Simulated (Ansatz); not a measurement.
A further run on SiH₄.

```yaml
crystal:
  periodic: [false, false, false]
  atoms:
    - {symbol: Si, position_ang: [0.000006, 0.000001, 0.000010]}
    - {symbol: H, position_ang: [0.011579, -0.019743, 1.484474]}
    - {symbol: H, position_ang: [1.395812, 0.011521, -0.505694]}
    - {symbol: H, position_ang: [-0.707860, 1.216184, -0.473242]}
    - {symbol: H, position_ang: [-0.699536, -1.207964, -0.505547]}
basis:
  gaussian: {orbitals: 6-31G, fitting: {mean_field: cc-pVTZ-jkfit}, point_charges: [{charge: 0.50, position_ang: [5.831, 0.279, 0.774]}]}
hamiltonian: {xc: {name: B97}}
output: {forces: true}
```

```sh
$ ansatz run in.yaml --threads 4 --pin off --events-out ev --progress --plain --max-ram 3916MiB
```

Output, abridged:

```
Functional definition: B97
241 factors; integrals over basis functions are off by at most 7.7e-4 eV
mean field evaluation 1: about -7939.7897 eV, gradient 5.6e0 eV
mean field evaluation 2: about -7939.9180 eV, gradient 1.4e0 eV
mean field evaluation 4: about -7939.9269 eV, gradient 1.7e-2 eV
mean field evaluation 8: about -7939.9270 eV, gradient 2.4e-5 eV
mean field -7939.92701249 eV, -291.7869358333 hartree, gradient 2.5e-5 eV, S^2 0.000000; 0 other end points of the search recorded, 0 dependent functions left out
reference -7939.92702983 eV, -291.7869364704 hartree; 9, 9 occupied and 12, 12 virtual orbitals, 241 factors
Total energy: -7939.92702983 eV, -291.7869364704 hartree
Atom 0 at     0.000006     0.000001     0.000010 Å, force    -0.215686    -0.007587    -0.008301 eV/Å
Atom 1 at     0.011579    -0.019743     1.484474 Å, force     0.043709    -0.002339     0.301581 eV/Å
Atom 2 at     1.395812     0.011521    -0.505694 Å, force     0.363097     0.004936    -0.106802 eV/Å
Atom 3 at    -0.707860     1.216184    -0.473242 Å, force    -0.094063     0.234362    -0.088945 eV/Å
Atom 4 at    -0.699536    -1.207964    -0.505547 Å, force    -0.091702    -0.228879    -0.094837 eV/Å
Dipole moment:    -0.051381    -0.002009    -0.002049 e Å
```

It took 0.35 s on 4 threads of Arm Neoverse V1 on a shared host.
